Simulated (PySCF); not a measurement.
chloromethane (CH3Cl), SMILES CCl.

Coordinates come from a B3LYP-D3(BJ)/def2-TZVP optimisation.

Method: PySCF with ωB97X/def2-TZVPD.

Symmetry labels are those of the subgroup Cs that the program uses (full group C3v).

Question: List the valence orbital energies around the gap with their symmetry. (Estimate from the structure and the level; the computed values follow.)

Answer: 
```json
[
 {"orbital": "HOMO−7", "symmetry": "A'", "energy (eV)": "-198.30"},
 {"orbital": "HOMO−6", "symmetry": "A'", "energy (eV)": "-26.69"},
 {"orbital": "HOMO−5", "symmetry": "A'", "energy (eV)": "-21.90"},
 {"orbital": "HOMO−4", "symmetry": "A'", "energy (eV)": "-15.33"},
 {"orbital": "HOMO−3", "symmetry": "A\"", "energy (eV)": "-15.33"},
 {"orbital": "HOMO−2", "symmetry": "A'", "energy (eV)": "-14.03"},
 {"orbital": "HOMO−1", "symmetry": "A'", "energy (eV)": "-10.98"},
 {"orbital": "HOMO", "symmetry": "A\"", "energy (eV)": "-10.98"},
 {"orbital": "LUMO", "symmetry": "A'", "energy (eV)": "1.96"},
 {"orbital": "LUMO+1", "symmetry": "A'", "energy (eV)": "2.20"},
 {"orbital": "LUMO+2", "symmetry": "A'", "energy (eV)": "2.84"},
 {"orbital": "LUMO+3", "symmetry": "A\"", "energy (eV)": "2.84"}
]
```
